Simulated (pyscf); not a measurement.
Structures and frequencies: ωB97X-D3(BJ)/def2-SVP in PySCF.

Q: For F–SiH(F)–F + H• → F–Si•(F)–F + H₂, a hydrogen abstraction (doublet surface; H–Si broken, H–H formed), PBE/def2-TZVP gives ΔE‡ = 2.2 kcal/mol and ΔE = -7.3 kcal/mol (zero: the separated reactants). In which direction and how far do r²SCAN/def2-TZVP, M06-2X/def2-TZVP, ωB97M-D3(BJ)/def2-TZVP move these?

A: r²SCAN: ΔE‡ = 2.4 kcal/mol, ΔE = -7.6 kcal/mol; M06-2X: ΔE‡ = 10.0 kcal/mol, ΔE = -5.7 kcal/mol; ωB97M-D3(BJ): ΔE‡ = 8.5 kcal/mol, ΔE = -2.7 kcal/mol. PBE's barrier matches one of them and lies within 7.8 kcal/mol of the others. Its reaction energy lies among theirs. One saddle was located; it need not be the lowest between these sides. The angle at the transferred H is 180°.
